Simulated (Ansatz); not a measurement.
What does this script print? It uses the Python package of Ansatz (0.2.0).

`composite_ccl.py`:
```python
'''Relax CCl cheaply, then refine its energy.'''

import itertools

import ansatz as az
from ase.data import atomic_numbers, covalent_radii
import numpy as np

ccl = (
    az.Crystal.molecule()
    .atom('C', [0.0, 0.0, 0.0])
    .atom('Cl', [0.0, 0.0, 1.68])
)

calculation = ccl.calculation().basis(gaussian='def2-SVP').functional('pbe0').spin('collinear', total=1)
symbols = [site.symbol for site in ccl.cartesian_sites]
start = np.array([site.position_ang for site in ccl.cartesian_sites], dtype=float)
r = calculation.relax(force_tolerance=0.01).run(threads=1, pin='off').report
end = np.array(r['positions_ang'])
# pairs closer than 1.2 times the sum of covalent radii, before or after
radius = [covalent_radii[atomic_numbers[s]] for s in symbols]
span = lambda where, i, j: np.linalg.norm(where[i] - where[j])
bonded = [(i, j) for i, j in itertools.combinations(range(len(symbols)), 2) if min(span(start, i, j), span(end, i, j)) < 1.2 * (radius[i] + radius[j])]
print('pair        before    after (A)')
for i, j in bonded:
    print(f'{symbols[i]}{i}-{symbols[j]}{j}'.ljust(10), f'{span(start, i, j):8.4f} {span(end, i, j):8.4f}')

minimum = az.Crystal.molecule()
for symbol, place in zip(symbols, end):
    minimum = minimum.atom(symbol, place.tolist())
at_minimum = minimum.calculation().spin('collinear', total=1)
# MP2 extrapolated to the basis limit, plus the small-basis difference CCSD(T) - MP2
level = lambda method, basis: at_minimum.basis(gaussian=basis).correlation(method).run(threads=1, pin='off').report
small, large, cluster = level('mp2', 'cc-pVDZ'), level('mp2', 'cc-pVTZ'), level('ccsd_t', 'cc-pVDZ')
corr = lambda each: (each['free_energy_ev'] - each['reference_energy_ev']) / 27.211386246
mp2_limit = (27 * corr(large) - 8 * corr(small)) / 19
pieces = {'HF / cc-pVTZ': large['reference_energy_ev'] / 27.211386246, 'MP2 correlation, DZ-TZ limit': mp2_limit, 'CCSD(T) - MP2 / cc-pVDZ': corr(cluster) - corr(small)}
for name, value in pieces.items():
    print(f'{name:32s} {value:14.6f} Ha')
print(f'{"sum":32s} {sum(pieces.values()):14.6f} Ha')
print('T1 diagnostic', round(cluster['correlation']['coupled_cluster']['t1_diagnostic'], 4))
```

```console
$ python composite_ccl.py
pair        before    after (A)
C0-Cl1       1.6800   1.6589
HF / cc-pVTZ                        -497.258996 Ha
MP2 correlation, DZ-TZ limit          -0.321784 Ha
CCSD(T) - MP2 / cc-pVDZ               -0.037190 Ha
sum                                 -497.617970 Ha
T1 diagnostic 0.0234
```

Notes:
- Total energies depend on the basis set; only differences at equal settings carry meaning.
- The sum leaves out core correlation, relativity, the Hartree-Fock basis error and zero-point energy; a DZ-TZ extrapolation is rough.
- The run takes the species as open-shell (spin multiplicity 2), which needn't be its ground state.
- Inner cores stay frozen, so this is valence correlation.
- For Al to Cl the sets with a tight d function, cc-pV(X+d)Z, are usual.
- The spin state was assumed, and another may lie lower.
- An extrapolation from small basis sets is rough.
- The whole script took 4.9 s on 1 thread of Arm Neoverse V2, with other jobs on the host, peak memory 0.17 GiB.
